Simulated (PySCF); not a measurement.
Work out the structure from these simulated measurements.

Formula: C3H5FO.

- UV, first state: lowest singlet excitation: 7.89 eV (157 nm, f = 0.009) [TDDFT PBE0/def2-SVPD]
- Triplet: lowest triplet excitation (Tamm–Dancoff): 7.51 eV [TDA PBE0/def2-SVPD]
- Rotational structure: rotational constants A, B, C: 14.725, 3.196, 2.918 GHz [GFN2-xTB]
- Dipole: 0.48 D [PBE0/def2-SVPD]
- 13C NMR: chemical shifts (computed TMS as zero) by class: 89.1 (1 C), 47.6 (1 C), 44.9 (1 C) ppm [GIAO PBE0/pcSseg-1]
- NMR, other nuclei: isotropic shieldings of nuclei other than C and H, by class: 332 (1 O), 435 (1 F) ppm [GIAO PBE0/pcSseg-1]
- Polarisability: 39.9 au [PBE0/def2-SVPD]
- 1H NMR: chemical shifts (computed TMS as zero) by class: 5.30 (1 H), 4.04 (1 H), 2.95 (1 H), 2.68 (1 H), 2.40 (1 H) ppm [GIAO PBE0/pcSseg-1]
- UV, strongest line: among the 6 lowest singlet transitions: S6 at 8.66 eV (143 nm, f = 0.044) [TDDFT PBE0/def2-SVPD]

Electronic properties: PySCF, gas phase, density fitting. Levels stand in brackets. One conformer (not necessarily the lowest) at the GFN2-xTB geometry, without solvent, vibrations or thermal averaging. NMR classes are plain means over equivalent atoms (diastereotopic ones count apart unless rotation or inversion swaps them), as if these changed places fast.

Q: What is the compound? Reason from the data.

A: Numbering: `[F:1][CH2:2][C@@H:3]1[CH2:4][O:5]1`. Its formula, C3H5FO, gives 1 degree of unsaturation: 1 ring and 0 π bonds in the structure found. 3 carbons fall into 3 classes; from least to most shielded: sp3 C–F carbon [C2] (89.1 ppm), ring sp3 carbon bound to oxygen [C3] (47.6 ppm), ring sp3 carbon bound to oxygen [C4] (44.9 ppm). Hydrogen classes from least to most shielded: 1 H on an sp3 C–F carbon, C2 (5.30 ppm), 1 H on an sp3 C–F carbon, C2 (4.04 ppm), 1 H on an sp3 carbon bound to oxygen, C3 (2.95 ppm), 1 H on an sp3 carbon bound to oxygen, C4 (2.68 ppm), 1 H on an sp3 carbon bound to oxygen, C4 (2.40 ppm). The other shieldings belong to: 332 ppm, epoxide oxygen [O5]; 435 ppm, alkyl fluorine [F1]. The optimised geometry has point group C1 and is an asymmetric top. Structure: epifluorohydrin (`[C@@H]1(OC1)CF`). Computed isomers that give other values at the same levels: `CCC(=O)F` (13C chemical shifts (computed TMS as zero) by class: 172.2 (1 C), 30.9 (1 C), 12.9 (1 C) ppm). The assignments are read from this structure; whether some other isomer fits the data as well wasn't checked. The mirror image fits equally.

Conformer computed: `[F:1][CH2:2][C@@H:3]1[CH2:4][O:5]1`: F1–C2–C3–C4 -91°.
